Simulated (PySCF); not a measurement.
# Working out the electron affinity of C

C⁻ [He] 2s2 2p3 (4S) → C [He] 2s2 2p2 (3P). Computed with PySCF 2.14 in aug-cc-pVQZ-DK (6s5p4d3f2g, 80 functions), with scalar relativity by spin-free X2C-1e. Frozen: 1s2. Energies in hartree (1 hartree = 27.21139 eV):

```json
{"part": "UHF", "C⁻ (lower)": "-37.724794", "C (upper)": "-37.708319"}
{"part": "MP2 opposite-spin", "C⁻ (lower)": "-0.070105", "C (upper)": "-0.058990"}
{"part": "MP2 same-spin", "C⁻ (lower)": "-0.033123", "C (upper)": "-0.013549"}
```

Question: What does Hartree-Fock give?

Answer: (-37.708319) − (-37.724794) = 0.016475 hartree = 0.448 eV.

Question: What do MP2 and SCS-MP2 (6/5 opposite-spin, 1/3 same-spin) give?

Answer: The opposite-spin parts differ by 0.302 eV and the same-spin parts by 0.533 eV. MP2: 0.448 + (0.302) + (0.533) = 1.283 eV. SCS-MP2: 0.448 + 1.2 × (0.302) + (0.533)/3 = 0.988 eV.

A first-order spin-orbit estimate adds -0.004 eV to MP2 (valence), giving 1.279 eV against 1.262 eV (measured; photodetachment measurements, as compiled on the Wikipedia data page of electron affinities).

What remains against the reference includes basis incompleteness, the frozen core and correlation beyond second order.
